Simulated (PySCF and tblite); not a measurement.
Values are calculated unless marked as measured or tabulated.
C3H6OS, numbered as in [O:1]=[S:2]1[CH2:3][CH2:4][CH2:5]1.

GFN2-xTB molecular dynamics (tblite; Langevin, friction 0.002 fs⁻¹, 1.5 fs steps, hydrogen mass 4 u): 400 + 8000 steps at each temperature, started from the lowest conformer, nuclei classical.

GIAO shieldings at KT2/pcSseg-1 (PySCF) on 8 frames a temperature; like atoms are averaged, and of two unlike H on one atom a is the less shielded at the minimum.

**Question.** How far do thermal motions move the shieldings from their values at the minimum?

**Answer.** 
```tsv
signal	σ at minimum (ppm)	Δσ, 300 K
O1	167.5	-3.5 ± 6.1
S2	158.9	-9.6 ± 12.6
C3/C5	126.7	-1.4 ± 2.1
C4	170.6	-3.9 ± 2.1
H3b/H5b	28.82	-0.36 ± 0.25
H3a/H5a	28.21	-0.26 ± 0.15
H4b	29.33	-0.43 ± 0.23
H4a	29.18	-0.58 ± 0.36
```

Errors are standard errors over frames. Zero-point motion is missing, and a reference compound would move too.

**Question.** What do the single frames at 300 K give for O1?

**Answer.** 
| t (fs) | V above the minimum, tight binding (kcal/mol) | E above it, DFT (kcal/mol) | torsions (°) | σ (ppm) |
| --- | --- | --- | --- | --- |
| 1350 | 8.2 | 7.4 | none | 170.2 |
| 2850 | 9.9 | 7.9 | none | 176.0 |
| 4350 | 10.1 | 12.8 | none | 181.7 |
| 5850 | 6.0 | 4.7 | none | 138.4 |
| 7350 | 10.6 | 7.5 | none | 150.8 |
| 8850 | 8.7 | 7.4 | none | 155.3 |
| 10350 | 8.5 | 10.3 | none | 152.2 |
| 11850 | 3.7 | 3.7 | none | 187.6 |

Changes within two standard errors are not significant.
